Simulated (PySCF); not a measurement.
Compound: CH2F2.
SMILES: `FCF`

The closed-shell ground state was solved at several levels (PySCF, density fitting, gas phase, non-relativistic). Isolated species at its PBE0-D3(BJ)/def2-SVP geometry, gas phase.

```tsv
level	basis functions	total energy (Eh)	HOMO (eV)	LUMO (eV)	gap (eV)	dipole (D)
KT2/pcSseg-2	136	-242.3001	-8.21	0.30	8.51	1.76
PBE0/pcSseg-3	282	-238.8692	-9.86	0.50	10.36	1.84
BLYP/pcSseg-2	136	-239.0623	-8.03	0.07	8.10	1.77
B3LYP/cc-pVTZ	118	-239.0812	-9.48	1.18	10.66	1.77
CAM-B3LYP/pcJ-1	101	-238.9215	-11.25	2.54	13.79	1.95
KT3/pcSseg-2	136	-242.0375	-8.29	-0.08	8.21	1.74
PBE/pcJ-1	101	-238.7480	-7.82	0.94	8.76	1.74
wB97X-D/def2-SVPD	82	-238.7525	-11.94	2.44	14.38	1.92
PBE0/pcSseg-1	61	-238.7289	-9.72	1.73	11.45	1.92
B97-D/pcSseg-2	136	-238.9679	-8.13	0.27	8.40	1.76
PBE0/6-31G*	46	-238.7353	-9.38	3.32	12.70	1.66
```

Q: Estimate the row for HF/pcSseg-2, a basis of 136 functions; the other rows only guide the guess.

A: Total energy -238.0001 Eh, HOMO -14.43 eV, LUMO 2.75 eV, gap 17.18 eV, dipole 2.13 D.

Q: Over all these levels, which gives the widest orbital gap and which the narrowest?

A: HF/pcSseg-2 (Hartree–Fock, all exact exchange) has the widest, 17.18 eV, and BLYP/pcSseg-2 (GGA) the narrowest, 8.10 eV. The two share the basis. From the narrowest to the widest the HOMO moves by -6.40 eV and the LUMO by +2.68 eV.

Q: How much does the basis alone move the frontier levels among the 3 PBE0 rows?

A: The HOMO by 0.48 eV and the LUMO by 2.82 eV. By rising basis size (HOMO, LUMO in eV): 6-31G* -9.38, 3.32; pcSseg-1 -9.72, 1.73; pcSseg-3 -9.86, 0.50.

Q: How far do the dipole and the HOMO energy spread over the levels?

A: The dipole runs from 1.66 to 2.13 D (mean 1.83 D) and the HOMO from -14.43 to -7.82 eV.

Note: B97-D and wB97X-D ran without an empirical dispersion term, which enters the total energy and its gradient alone.
